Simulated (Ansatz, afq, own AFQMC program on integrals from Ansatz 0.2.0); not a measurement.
**Where AFQMC and coupled cluster stand for BH₃Br, doublet**

| atom | x (Å) | y (Å) | z (Å) |
| --- | --- | --- | --- |
| B | -2.6327 | 0.0000 | 0.0000 |
| H | -3.2294 | 1.0336 | 0.0000 |
| H | -3.2294 | -1.0336 | 0.0000 |
| H | -1.0787 | 0.0000 | 0.0000 |
| Br | 0.4513 | 0.0000 | 0.0000 |

Connectivity, by distances: BH2 ··· BrH.

Basis cc-pVTZ. Noble-gas cores (and the filled d shells of Ga–Kr and In–Xe) are frozen. AFQMC by an in-house program on the Cholesky factors that Ansatz 0.2.0 writes for its CCSD(T) run. The CISD trial takes its coefficients from CCSD amplitudes. Released means that phaseless walkers are propagated on without the constraint, phases kept. Error bars are statistical, one sigma. No spin–orbit coupling.

Determinant: UHF, the one that the program's search chose, which needn't be the lowest solution. The geometry is a point of a scan.

No full CI on the walks' own integrals is used here. The released AFQMC energy serves as the reference, which it does only where one determinant dominates, the energy is flat over the last release times and near the phaseless one (40 meV or 2 meV an electron, half that with transition metals). On small molecules, where full CI could be run and the noise was under 10 meV, such values lay within 10 meV of it in 19 cases of 20, a flattering rate, since the rule was set on those same cases; what remains of the bias isn't in the error bar.

Cautions: no relativity below Rb; no spin-orbit coupling; inner d shell frozen; the released value is read at 2.40 1/Eh (meV from the phaseless value at times in 1/Eh: -2 ± 4 at 0.24, -10 ± 5 at 0.51, -14 ± 6 at 0.99, -15 ± 7 at 1.62, -14 ± 6 at 2.40).

- T1 diagnostic: 0.0129
- weight of the determinant in the CISD state: 0.872
- ⟨S²⟩ of the determinant: 0.779
- size of the correlated space: 13 electrons in 100 orbitals

```csv
level,correlation energy (eV)
MP2,-7.2781
CCSD,-8.2918
CCSD(T),-8.5657
```

(1) Estimate where phaseless AFQMC with the Hartree–Fock trial lies against CCSD(T) on the same integrals.

(1) 37.1 ± 27.0 meV below CCSD(T). The gap is under twice the noise, so this walk alone can't tell the two apart.

Reference: AFQMC with the constraint released, correlation energy -8.606 ± 0.006 eV.

```tsv
level	E − E(reference) (meV)	share of correlation (%)
CCSD(T)	40.4 ± 6.2	99.53
ph-AFQMC/HF	3.3 ± 27.7	99.96
ph-AFQMC/CISD	13.5 ± 8.2	99.84
```

A walk keeps the symmetry of its determinant, which the program's search chose and which needn't be the lowest solution, so a lower state of the same spin and another symmetry isn't excluded. Released energies are given only where the last usable release times agree within the noise; a slower fall can still hide under it.
